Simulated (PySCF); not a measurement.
Beryllium: a sound run and one with changed settings

Sound run: Be [He] 2s2, Be⁺ [He] 2s1. All numbers are calculated (PySCF 2.14, the spin-free X2C one-electron Hamiltonian (Gaussian nucleus), in aug-cc-pVDZ-DK). The sound run starts from symmetry-adapted Hartree-Fock orbitals and uses a fine grid where one is needed.

A second run was set up differently.

```csv
species,method,sound run (hartree),changed run (hartree),converged
Be,UHF,-14.57489,-14.57489,yes
Be,r2SCAN,-14.65008,-14.65296,yes
Be,M06-L,-14.66346,-14.67035,yes
Be⁺,UHF,-14.27811,-14.27811,yes
Be⁺,r2SCAN,-14.32565,-14.32466,yes
Be⁺,M06-L,-14.33604,-14.34174,yes
```

Ionisation energy of Be:

| method | sound run (eV) | changed run (eV) |
| --- | --- | --- |
| UHF | 8.076 | 8.076 |
| r2SCAN | 8.828 | 8.933 |
| M06-L | 8.910 | 8.942 |

Question: What was changed?
A. radial grid too coarse
B. all electrons correlated in a valence basis
C. minimal basis
D. a valence shell is frozen

Answer: A. It used radial step 0.5 in ln r (0.13 in the sound run). A coarse radial grid mis-integrates the density and the exchange-correlation energy, with errors of either sign; Hartree-Fock needs no grid.
